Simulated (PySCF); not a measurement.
# B3LYP/def2-TZVP run of AlH3S (SMILES [AlH2][SH])

What is the energy change on altering one bond length of AlH3S at B3LYP/def2-TZVP? 

The calculation is run with PySCF 2.14.0.

1 further run of the same task is left out (set aside as unsound or not needed).

## (1) The structure to begin with

AlH3S has 5 atoms, charge 0, and is taken as a singlet. As SMILES, `[AlH2][SH]`. Geometry: relaxed at PBE0-D4/def2-TZVP.

Bond lengths: Al1–S2 2.181 Å, Al1–H3 1.579 Å, Al1–H4 1.581 Å, S2–H5 1.344 Å. Angles: Al1–S2–H5 93.7°, S2–Al1–H3 116.5°, S2–Al1–H4 118.9°, H3–Al1–H4 124.6°.

## (2) A single-point energy at B3LYP/def2-TZVP

Input file input.py:

```python
from pyscf import gto, dft

mol = gto.Mole()
mol.atom = '''
Al  -0.616100  -0.064200  -0.181700
S    1.129100  -0.343100   1.096600
H   -1.981700  -0.650100   0.351100
H   -0.441100   0.696000  -1.556400
H    1.959700   0.287800   0.249000
'''
mol.max_memory = 1860
mol.charge = 0
mol.basis = 'def2-tzvp'
mol.spin = 0
mol.verbose = 3
mol.build()

ks = dft.RKS(mol)
ks.xc = 'b3lyp'
ks.conv_tol = 1e-10
ks.grids.level = 5
ks.kernel()
if not ks.converged:
    ks = ks.newton().run(ks.mo_coeff, ks.mo_occ)

e_final = ks.e_tot
print('E(%s) = %.9f' % ('B3LYP', e_final))
```

Command:

```bash
$ OMP_NUM_THREADS=1 python input.py
```

What it wrote:

```text
converged SCF energy = -642.515945579067
E(B3LYP) = -642.515945579
```

Wall time 9.6 s (1 thread of Arm Neoverse V2, shared host); peak memory 0.45 GiB.

## (3) The distorted shape at the same level

Input file start.xyz:

```xyz
5

Al     1.022579     0.638862    -0.821044
S      2.767779     0.359962     0.457256
H     -1.981700    -0.650100     0.351100
H      1.197579     1.399062    -2.195744
H      3.598379     0.990862    -0.390344
```

Input file input.py:

```python
from pyscf import gto, dft

molecule = gto.M(
    atom='start.xyz',
    verbose=3,
    basis='def2-tzvp',
    spin=0,
    max_memory=1860,
    charge=0,
)

mf = dft.RKS(molecule)
mf.xc = 'b3lyp'
mf.grids.level = 5
mf.conv_tol = 1e-10
mf.kernel()
if not mf.converged:
    mf = mf.newton().run(mf.mo_coeff, mf.mo_occ)

energy = mf.e_tot
print('Final energy', energy)
```

Command:

```bash
$ OMP_NUM_THREADS=1 python input.py
```

What it wrote:

```text
converged SCF energy = -642.368567548671
Final energy -642.3685675486711
```

Wall time 11 s (1 thread of Arm Neoverse V2, shared host); peak memory 0.45 GiB.

## (4) Outcome

At B3LYP/def2-TZVP:

| quantity | value |
| --- | --- |
| first shape: total energy | -642.51595 Eh |
| first shape: dipole moment | 0.94 D |
| first shape: HOMO energy | -7.59 eV |
| first shape: LUMO energy | -1.60 eV |
| first shape: HOMO–LUMO gap | 5.99 eV |
| distorted shape: total energy | -642.36857 Eh |
| distorted shape: dipole moment | 3.87 D |
| distorted shape: HOMO energy | -6.05 eV |
| distorted shape: LUMO energy | -3.78 eV |
| distorted shape: HOMO–LUMO gap | 2.27 eV |
| energy change with the Al1–H3 bond stretched from 1.579 to 3.473 Å | 4.010 eV |

In words: One bond (distorted shape) is far stretched, which a spin-restricted single reference describes badly; a broken-symmetry solution may lie lower. With the Al1–H3 bond stretched from 1.579 to 3.473 Å the energy rises by 4.01 eV (387 kJ/mol). The first shape isn't relaxed at this level, so the change isn't measured from a minimum. A restricted reference can't describe the breaking bond well at this length. Mulliken charges (first shape) run from -0.31 on S2 to +0.38 on Al1. Mulliken charges (distorted shape) run from -0.24 on S2 to +0.35 on Al1.
